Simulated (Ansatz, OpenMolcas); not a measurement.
C2H4 (SMILES C=C): from total energies to a heat of formation

C2H4 has 6 atoms, charge 0, and is taken as a singlet. As SMILES, `C=C`. Geometry: relaxed at PBE0-D4/def2-TZVP.

Total energies at M06-L/def2-TZVP (OpenMolcas 26.06); the atoms run unrestricted:

| species | state | energy (Eh) |
| --- | --- | --- |
| C2H4 | singlet | -78.602099 |
| C | triplet | -37.847373 |
| H | doublet | -0.503416 |

Harmonic wavenumbers at PBE0-D4/def2-TZVP, in cm⁻¹: 828, 979, 984, 1067, 1239, 1382, 1466, 1704, 3146, 3162, 3222, 3250.

Measured heats of formation of the gaseous atoms at 298.15 K, in kJ/mol: C 716.9, H 218.0. Take 1 Eh = 2625.50 kJ/mol, 1 cm⁻¹ = 0.0119627 kJ/mol, RT = 2.479 kJ/mol.

Question: Work out the heat of formation of the gas at 298 K.

Answer: 
1. Electronic atomisation energy: 2 × (-37.847373) + 4 × (-0.503416) − (-78.602099) = 0.893689 Eh = 2346.4 kJ/mol.
2. Zero-point energy: half the sum of the wavenumbers, 11214.5 cm⁻¹ = 134.2 kJ/mol.
3. Thermal vibrational enthalpy, Σ hcν̃/(exp(hcν̃/kT) − 1): 0.5 kJ/mol. Translation, rotation and pV of a non-linear molecule: 4 RT = 9.9 kJ/mol.
4. The 6 free atoms carry 5/2 RT each: 37.2 kJ/mol.
5. Atomisation enthalpy at 298 K: 2346.4 − 134.2 − 0.5 − 9.9 + 37.2 = 2239.0 kJ/mol.
6. Sum of the atoms' heats of formation: 2305.8 kJ/mol. Heat of formation: 2305.8 − 2239.0 = +66.8 kJ/mol.

The tabulated value is +52.6 kJ/mol (Active Thermochemical Tables), so this level is off by +14.2 kJ/mol, or 0.6 % of the atomisation enthalpy. Anharmonicity and any spin-orbit splitting of the molecule are left out.
